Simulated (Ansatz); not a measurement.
A made-up structure of CH4AlS, doublet:

C1  (-0.641, 0.401, -0.170)
Al2  (0.756, -0.332, 0.064)
S3  (0.512, -1.823, 1.569)
H4  (-0.409, 1.483, 0.089)
H5  (-1.493, -0.032, 0.495)
H6  (-0.834, 0.230, -1.275)
H7  (2.110, 0.074, -0.772)
(Å)

It is relaxed with PBE-D4/def2-SVP and then PBE0-D4/def2-TZVP (Ansatz 0.2.0). Atoms count as bonded within 1.22 times the sum of their covalent radii (H–H: 0.88 Å). The end point is not checked to be a true minimum.

(1) Does its bonding change? (Judge from chemistry; the calculation decides.)

Results:

(1) Computed: No: no bond forms or breaks.

Where it ends: The first stage lowers the energy by 2.07 eV in 6 steps. It ends as CH₄AlS ([CH3][AlH][S]):
C1  (-0.774, 0.509, -0.229)
Al2  (0.884, -0.448, 0.134)
S3  (0.918, -2.031, 1.625)
H4  (-0.643, 1.577, -0.028)
H5  (-1.611, 0.149, 0.371)
H6  (-1.041, 0.412, -1.285)
H7  (2.268, -0.168, -0.588)
(Å)

Labels in which every atom is bracketed show which atoms are joined, not bond orders.

For scale, one of the runs: PBE0-D4/def2-TZVP relaxation, 129 basis functions, launched by `ansatz run in.yaml --threads 2 --pin off --events-out ev --progress --plain --max-ram 4352MiB`. Hardware: 2 CPU threads of an Arm Neoverse V2, shared host. Wall time about 27 s.
